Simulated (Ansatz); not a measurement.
System: methylamine, CH5N, charge 0, multiplicity 1. SMILES: CN
Geometry: optimised at B3LYP-D3(BJ)/def2-TZVP (Ansatz, a program for electronic structure).

Computed values are from Ansatz. Valence correlation only, unless marked. Open shells are spin-unrestricted. No spin-orbit coupling. Non-relativistic. CBS(X,Y): correlation extrapolated as X^-3; Hartree-Fock from the larger set. The bracket is a focal-point correction in the basis named.

```yaml
atomisation energy De: 2436.6 kJ/mol at RI-MP2/CBS(aug-cc-pVTZ,aug-cc-pVQZ)+[CCSD(T)-MP2]/aug-cc-pVTZ
vertical ionisation energy (to the doublet): 9.80 eV at RI-MP2/CBS(aug-cc-pVTZ,aug-cc-pVQZ)+[CCSD(T)-MP2]/aug-cc-pVTZ
vertical_triplet_singlet_gap: 5.95 eV at RI-MP2/CBS(def2-TZVPPD,def2-QZVPPD)+[CCSD(T)-MP2]/def2-TZVPPD
total_energy: -95.7513 Eh at RI-MP2/CBS(aug-cc-pVTZ,aug-cc-pVQZ)+[CCSD(T)-MP2]/aug-cc-pVTZ
dipole_moment: 1.31 D at CCSD(T)/aug-cc-pVDZ
T1 diagnostic: 0.009 at CCSD/aug-cc-pVTZ
measured enthalpy of formation, 298 K: "-20.9 kJ/mol (Active Thermochemical Tables 1.112 (ions: stationary electron), as tabulated in the package chemicals)"
measured_dipole_moment: 1.31 D (NIST CCCBDB, as tabulated in the package chemicals; older table, unchecked)
```
